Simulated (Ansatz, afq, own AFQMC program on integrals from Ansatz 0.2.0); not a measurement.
# Si, triplet: AFQMC among the cluster methods

A free Si atom.

Basis aug-cc-pVTZ. Noble-gas cores (and the filled d shells of Ga–Kr and In–Xe) are frozen. Ansatz 0.2.0 and our own AFQMC program on the same integrals; the CISD trial comes from CCSD amplitudes, and released means the phaseless constraint is let go. Free projection: walkers drawn from exp(T), propagated without any constraint. Its projection time is finite, and what remains of the start isn't in its error. Uncertainties: one standard error, sampling alone.

Determinant: UHF, the one that the program's search chose, which needn't be the lowest solution.

Full CI on the same integrals is exact in this basis and with this determinant's frozen core.

- T1 diagnostic: 0.0121
- weight of the determinant in the CISD state: 0.932
- ⟨S²⟩ of the determinant: 2.015
- size of the correlated space: 4 electrons in 45 orbitals

Reference: full CI, correlation energy -2.124 eV. The released energy is read at 2.40 1/Eh (meV from the phaseless value at times in 1/Eh: -2.2 ± 0.8 at 0.24, -5.3 ± 1.8 at 0.51, -5.6 ± 0.8 at 0.99, -6.5 ± 0.7 at 1.62, -8.2 ± 1.2 at 2.40).

```tsv
level	E − E(reference) (kJ/mol)	share of correlation (%)
HF	205.0	0.00
MP2	56.2	72.56
CCSD	9.0	95.63
CCSD(T)	2.3	98.90
CCSDT	0.2	99.90
CCSDT(Q)	0.0	99.98
ph-AFQMC/HF	7.3 ± 1.5	96.45
ph-AFQMC/CISD	0.9 ± 0.1	99.56
released AFQMC	0.1 ± 0.1	99.95
free AFQMC	0.0 ± 0.07	99.98
```

CCSDT and higher add their correlation energy to the determinant of the CCSD(T) run, since their own runs factorise the integrals more tightly (a shift of under 2 meV). Free projections are given only where their last times agree within the noise and don't stop above the reference; a slow remainder of the start can still hide under it. A walk keeps the symmetry of its determinant, which the program's search chose and which needn't be the lowest solution, so a lower state of the same spin and another symmetry isn't excluded. Released energies are given only where the last usable release times agree within the noise; a slower fall can still hide under it.
